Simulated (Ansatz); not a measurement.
## Be: which structure is lowest?

All numbers below come from DFT, r2SCAN, plane waves (500 eV) with PAW, scalar-relativistic (Ansatz 0.2.0). The PAW files were generated under PBE, with cores re-solved for the functional.

Each structure is relaxed within its own symmetry, so a high-lying one may be dynamically unstable.

```
        structure  ΔE (meV/atom)  V (Å³/atom)                                    cell     magnetic state
              hcp              0         7.91  a = 2.265 Å, c = 3.561 Å (c/a = 1.573)  spin not included
             dhcp             35         7.90  a = 2.254 Å, c = 7.180 Å (c/a = 3.185)  spin not included
              fcc             86         7.88                             a = 3.159 Å  spin not included
              bcc            101         7.83                             a = 2.502 Å  spin not included
              A15            112         8.08                             a = 4.013 Å  spin not included
omega (AlB2-type)            192         8.07  a = 3.571 Å, c = 2.193 Å (c/a = 0.614)  spin not included
     simple cubic           1062        10.24                             a = 2.171 Å  spin not included
          diamond           1717        15.00                             a = 4.932 Å  spin not included
```

ΔE counts from hcp.

Differences under about 8 meV lie within the error of the k-point mesh.
